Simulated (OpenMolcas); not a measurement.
# BH2Cl− (SMILES [BH2-]Cl): a chain of runs

Aim: the energy (UHF/STO-3G), then the energy (CASSCF(3,3)/STO-3G), then the energy (CASPT2(3,3)/STO-3G), then the energy (SC-NEVPT2(3,3)/STO-3G), then a single-point energy (MRCI(3,3)/STO-3G) of BH2Cl−. 

The calculation is run with OpenMolcas 26.06.

3 further runs of the same task are left out: 1 that didn't finish, 2 set aside as unsound or not needed.

## (1) The molecule

The species is BH2Cl− (4 atoms), meant as a doublet with charge -1. SMILES: `[BH2-]Cl`. The B1–H4 distance was set to 2.423 Å, away from the relaxed value. At this shape a bond of the SMILES string is far longer than usual.

Bond lengths: B1–Cl2 1.923 Å, B1–H3 1.212 Å. Angles: Cl2–B1–H3 107.8°.

## (2) The energy at UHF/STO-3G (run 1)

Contents of step1.inp:

```
&GATEWAY
BASLIB
$CurrDir
COORD
4
angstrom
B        0.207974      -1.273115       0.137559
Cl       1.670874      -1.016435       1.359579
H       -0.683256      -1.831345       0.739459
H       -0.353460       0.884500      -0.812110
BASIS
STO-3G
GROUP
NoSym
&SEWARD
&SCF
UHF
CHARGE
-1
SPIN
2
SCRAMBLE
0.25
PRORBITALS
1 1
```

The basis set STO-3G is read from a file made from the Basis Set Exchange's data (not shown).

Started as:

```sh
$ export MOLCAS_MEM=1860
$ pymolcas step1.inp > step1.log
```

What it wrote:

```text
--- Start Module: gateway ---
[...]
--- Stop Module: gateway /rc=_RC_ALL_IS_WELL_ ---
--- Start Module: seward ---
[...]
      Basis functions           16
--- Stop Module: seward /rc=_RC_ALL_IS_WELL_ ---
--- Start Module: scf ---
[...]
       Convergence after  17 Iterations
[...]
::    Total SCF energy                               -479.8008554657
[...]
      Total spin, S                                     0.7417496793
[...]
      Total electronic charge=   25.000000
      Total            charge=   -1.000000
[...]
      Dipole Moment (debye):
      Origin of the operator (angstrom)=    1.2434   -1.0525    1.0206
                   X=  2.3092E+00               Y= -7.0462E-01               Z=  2.1687E+00           Total=  3.2454E+00
      Center of Charge (angstrom)
[...]
--- Stop Module: scf /rc=_RC_ALL_IS_WELL_ ---
[...]
```

It took 1.8 s on 1 thread of Arm Neoverse V1, shared host; peak memory 0.37 GiB.

## (3) The energy at CASSCF(3,3)/STO-3G (run 2)

Contents of step2.inp:

```
>>> EXPORT MOLCAS_PRINT=2

&GATEWAY
  BasLib=$CurrDir
  Coord
  4
  angstrom
  B        0.207974      -1.273115       0.137559
  Cl       1.670874      -1.016435       1.359579
  H       -0.683256      -1.831345       0.739459
  H       -0.353460       0.884500      -0.812110
  Basis=STO-3G
  Group=NoSym

&SEWARD

&RASSCF
  FileOrb=$CurrDir/step1.UnaOrb
  Spin=2
  Nactel=3 0 0
  Inactive=11
  Ras2=3
  OrbListing=Nothing
```

The basis set STO-3G is read from a file made from the Basis Set Exchange's data (not shown).

Started as:

```sh
$ export MOLCAS_MEM=1860
$ pymolcas step2.inp > step2.log
```

What it wrote:

```text
--- Start Module: gateway ---
[...]
--- Stop Module: gateway /rc=_RC_ALL_IS_WELL_ ---
--- Start Module: seward ---
[...]
      Basis functions           16
--- Stop Module: seward /rc=_RC_ALL_IS_WELL_ ---
--- Start Module: rasscf ---
[...]
      Number of active orbitals                  3
[...]
      Spin quantum number                      0.5
[...]
      Active orbitals                            3
[...]
      Number of CSFs                             8
[...]
      Number of root(s) required                 1
[...]
      Convergence after  9 iterations
[...]
      printout of CI-coefficients larger than  0.05 for root  1
      energy=    -479.828143
      conf/sym  111     Coeff  Weight
             1  2u0   0.91142 0.83068
             4  udu   0.08471 0.00718
             5  02u   0.14389 0.02071
             7  u02  -0.11323 0.01282
             8  0u2   0.35126 0.12339
      Natural orbitals and occupation numbers for root  1
      sym 1:   1.688585   1.006823   0.304592
      ************************************************************************************************************************
      *                                                    Final results                                                     *
[...]
::    RASSCF root number  1 Total energy:   -479.82814325
[...]
      Total electronic charge=   25.000000
      Total            charge=   -1.000000
[...]
      Dipole Moment (debye):
      Origin of the operator (angstrom)=    1.2434   -1.0525    1.0206
                   X=  2.4144E+00               Y= -6.6364E-01               Z=  1.7466E+00           Total=  3.0529E+00
      Center of Charge (angstrom)
[...]
--- Stop Module: rasscf /rc=_RC_ALL_IS_WELL_ ---
[...]
```

Wall time 1.8 s (1 thread of Arm Neoverse V1, shared host); peak memory 0.37 GiB.

## (4) The energy at CASPT2(3,3)/STO-3G (run 3)

Contents of step3.input:

```
* BClH2 CASPT2

&GATEWAY
  BasLib
  $CurrDir
  Coord
  4
  angstrom
  B        0.207974      -1.273115       0.137559
  Cl       1.670874      -1.016435       1.359579
  H       -0.683256      -1.831345       0.739459
  H       -0.353460       0.884500      -0.812110
  Basis
  STO-3G
  Group
  NoSym

&SEWARD

&RASSCF
  FileOrb
  $CurrDir/step2.RasOrb
  Spin
  2
  Nactel
  3 0 0
  Inactive
  11
  Ras2
  3
  OrbListing
  Nothing

&CASPT2
  Imaginary
  0.1
  Frozen
  6
```

The basis set STO-3G is read from a file made from the Basis Set Exchange's data (not shown).

Started as:

```sh
$ export MOLCAS_MEM=1860
$ pymolcas step3.input > step3.log
```

What it wrote:

```text
--- Start Module: gateway ---
[...]
--- Stop Module: gateway /rc=_RC_ALL_IS_WELL_ ---
[...]
      Basis functions           16
[...]
--- Start Module: rasscf ---
[...]
      Number of active orbitals                  3
[...]
      Spin quantum number                      0.5
[...]
      Active orbitals                            3
[...]
      Number of CSFs                             8
[...]
      Number of root(s) required                 1
[...]
      Convergence after  4 iterations
[...]
      printout of CI-coefficients larger than  0.05 for root  1
      energy=    -479.828143
      conf/sym  111     Coeff  Weight
             1  2u0   0.91142 0.83068
             4  udu   0.08471 0.00718
             5  02u   0.14389 0.02071
             7  u02  -0.11323 0.01282
             8  0u2   0.35126 0.12339
      Natural orbitals and occupation numbers for root  1
      sym 1:   1.688586   1.006823   0.304592
      ************************************************************************************************************************
      *                                                    Final results                                                     *
[...]
::    RASSCF root number  1 Total energy:   -479.82814325
[...]
      Total electronic charge=   25.000000
      Total            charge=   -1.000000
[...]
      Dipole Moment (debye):
      Origin of the operator (angstrom)=    1.2434   -1.0525    1.0206
                   X=  2.4145E+00               Y= -6.6363E-01               Z=  1.7466E+00           Total=  3.0530E+00
      Center of Charge (angstrom)
[...]
--- Stop Module: rasscf /rc=_RC_ALL_IS_WELL_ ---
--- Start Module: caspt2 ---
[...]
 ###    WARNING: User changed nr of frozen orbitals.                         ###
 ###############################################################################
[...]
      E2 (Variational):          -0.0240184719
      Total energy:            -479.8521617237
[...]
      Reference weight:           0.98735
[...]
::    CASPT2 Root  1     Total energy:   -479.85216172
[...]
--- Stop Module: caspt2 /rc=_RC_ALL_IS_WELL_ ---
[...]
```

It took 1.8 s on 1 thread of Arm Neoverse V1, shared host; peak memory 0.37 GiB.

## (5) A single-point energy at SC-NEVPT2(3,3)/STO-3G (run 4)

Contents of step4.inp:

```
* BClH2 NEVPT2

&GATEWAY
  BasLib
  $CurrDir
  Coord
  4
  angstrom
  B        0.207974      -1.273115       0.137559
  Cl       1.670874      -1.016435       1.359579
  H       -0.683256      -1.831345       0.739459
  H       -0.353460       0.884500      -0.812110
  Basis
  STO-3G
  Group
  NoSym

&SEWARD

&RASSCF
  FileOrb
  $CurrDir/step2.RasOrb
  Spin
  2
  Nactel
  3 0 0
  Inactive
  11
  Ras2
  3
  OrbListing
  Nothing

&CASPT2
  SC-NEVPT2
  Frozen
  6
```

The basis set STO-3G is read from a file made from the Basis Set Exchange's data (not shown).

Started as:

```sh
$ export MOLCAS_MEM=1860
$ pymolcas step4.inp > step4.log
```

What it wrote:

```text
--- Start Module: gateway ---
[...]
--- Stop Module: gateway /rc=_RC_ALL_IS_WELL_ ---
[...]
      Basis functions           16
[...]
--- Start Module: rasscf ---
[...]
      Number of active orbitals                  3
[...]
      Spin quantum number                      0.5
[...]
      Active orbitals                            3
[...]
      Number of CSFs                             8
[...]
      Number of root(s) required                 1
[...]
      Convergence after  4 iterations
[...]
      printout of CI-coefficients larger than  0.05 for root  1
      energy=    -479.828143
      conf/sym  111     Coeff  Weight
             1  2u0   0.91142 0.83068
             4  udu   0.08471 0.00718
             5  02u   0.14389 0.02071
             7  u02  -0.11323 0.01282
             8  0u2   0.35126 0.12339
      Natural orbitals and occupation numbers for root  1
      sym 1:   1.688586   1.006823   0.304592
      ************************************************************************************************************************
      *                                                    Final results                                                     *
[...]
::    RASSCF root number  1 Total energy:   -479.82814325
[...]
      Total electronic charge=   25.000000
      Total            charge=   -1.000000
[...]
      Dipole Moment (debye):
      Origin of the operator (angstrom)=    1.2434   -1.0525    1.0206
                   X=  2.4145E+00               Y= -6.6363E-01               Z=  1.7466E+00           Total=  3.0530E+00
      Center of Charge (angstrom)
[...]
--- Stop Module: rasscf /rc=_RC_ALL_IS_WELL_ ---
--- Start Module: caspt2 ---
[...]
 ###    WARNING: User changed nr of frozen orbitals.                         ###
 ###############################################################################
[...]
      E2 (Variational):          -0.0235631381
[...]
      E2 (Variational):          -0.0234947051
      Total energy:            -479.8516379569
[...]
      Reference weight:           0.98799
[...]
::    SC-NEVPT2 Root  1     Total energy:   -479.85163796
[...]
--- Stop Module: caspt2 /rc=_RC_ALL_IS_WELL_ ---
[...]
```

Wall time 1.8 s (1 thread of Arm Neoverse V1, shared host); peak memory 0.37 GiB.

## (6) A single-point energy at MRCI(3,3)/STO-3G (run 5)

Contents of step5.input:

```
* BClH2 MRCI
>>> EXPORT MOLCAS_PRINT=2
&GATEWAY
BasLib
$CurrDir
Coord
4
angstrom
B        0.207974      -1.273115       0.137559
Cl       1.670874      -1.016435       1.359579
H       -0.683256      -1.831345       0.739459
H       -0.353460       0.884500      -0.812110
Basis
STO-3G
Group
NoSym
&SEWARD
&RASSCF
FileOrb
$CurrDir/step2.RasOrb
Spin
2
Nactel
3 0 0
Inactive
11
Ras2
3
OrbListing
Nothing
&MOTRA
LumOrb
Frozen
6
&GUGA
Electrons
13
Spin
2
Inactive
5
Active
3
CIAll
1
&MRCI
SDCI
```

The basis set STO-3G is read from a file made from the Basis Set Exchange's data (not shown).

Started as:

```sh
$ export MOLCAS_MEM=1860
$ pymolcas step5.input > step5.log
```

What it wrote:

```text
--- Start Module: gateway ---
[...]
--- Stop Module: gateway /rc=_RC_ALL_IS_WELL_ ---
[...]
      Basis functions           16
[...]
      Number of active orbitals                  3
[...]
      Spin quantum number                      0.5
[...]
      Active orbitals                            3
[...]
      Number of CSFs                             8
[...]
      Number of root(s) required                 1
[...]
      Convergence after  4 iterations
[...]
      printout of CI-coefficients larger than  0.05 for root  1
      energy=    -479.828143
      conf/sym  111     Coeff  Weight
             1  2u0   0.91142 0.83068
             4  udu   0.08471 0.00718
             5  02u   0.14389 0.02071
             7  u02  -0.11323 0.01282
             8  0u2   0.35126 0.12339
      Natural orbitals and occupation numbers for root  1
      sym 1:   1.688586   1.006823   0.304592
      ************************************************************************************************************************
      *                                                    Final results                                                     *
[...]
::    RASSCF root number  1 Total energy:   -479.82814325
[...]
      Dipole Moment (debye):
      Origin of the operator (angstrom)=    1.2434   -1.0525    1.0206
                   X=  2.4145E+00               Y= -6.6363E-01               Z=  1.7466E+00           Total=  3.0530E+00
      Center of Charge (angstrom)
[...]
      *** WARNING: Default frozen orbitals is overwritten by user input.
      *** Default values:   6
[...]
--- Start Module: guga ---
[...]
--- Stop Module: guga /rc=_RC_ALL_IS_WELL_ ---
--- Start Module: mrci ---
[...]
       (But an ACPF correction will be computed)
       USE THE DEFAULT ACPF G-VALUE GFAC=  0.15384615384615385
[...]
                      CI ENERGY:  -479.86197752
[...]
                ACPF CORRECTION:    -0.00078641
[...]
      Total electronic charge=   25.000000
      Total            charge=   -1.000000
[...]
     ACPF CORRECTION:     -0.00078641
[...]
  CI State   1     Total energy:   -479.86197752     QDav:     -0.00093333     QACPF:     -0.00078641
[...]
--- Stop Module: mrci /rc=_RC_ALL_IS_WELL_ ---
[...]
```

Run time: 2.1 s. Hardware: 1 thread of Arm Neoverse V1, shared host; peak memory 0.37 GiB.

## (7) What came out

| quantity | value |
| --- | --- |
| run 1, UHF/STO-3G: total energy | -479.80086 Eh |
| run 1, UHF/STO-3G: HOMO energy (highest over α and β) | 2.08 eV |
| run 1, UHF/STO-3G: LUMO energy (lowest over α and β) | 14.27 eV |
| run 1, UHF/STO-3G: ⟨S²⟩ | 1.292 |
| run 2, CASSCF(3,3)/STO-3G: total energy | -479.82814 Eh |
| run 3, CASPT2(3,3)/STO-3G: total energy | -479.85216 Eh |
| run 4, SC-NEVPT2(3,3)/STO-3G: total energy | -479.85164 Eh |
| run 5, MRCI(3,3)/STO-3G: total energy | -479.86198 Eh |

**Reading.** ⟨S²⟩ (run 1, UHF/STO-3G) is 1.29 where a pure doublet has 0.75: the reference is spin-contaminated. The run (run 1, UHF/STO-3G) may have ended on a state above the lowest. Mulliken charges (run 1, UHF/STO-3G) run from -0.56 on Cl2 to -0.10 on B1; they depend strongly on the basis. The HOMO (run 1, UHF/STO-3G) lies at positive energy, 2.08 eV: the electron is unbound at this level or held by a compact basis; values depend on the basis. Mulliken charges (run 4, SC-NEVPT2(3,3)/STO-3G) of the CASSCF density run from -0.55 on Cl2 to -0.10 on B1; they depend strongly on the basis. Mulliken charges (run 5, MRCI(3,3)/STO-3G) of the CASSCF density run from -0.55 on Cl2 to -0.10 on B1; they depend strongly on the basis.
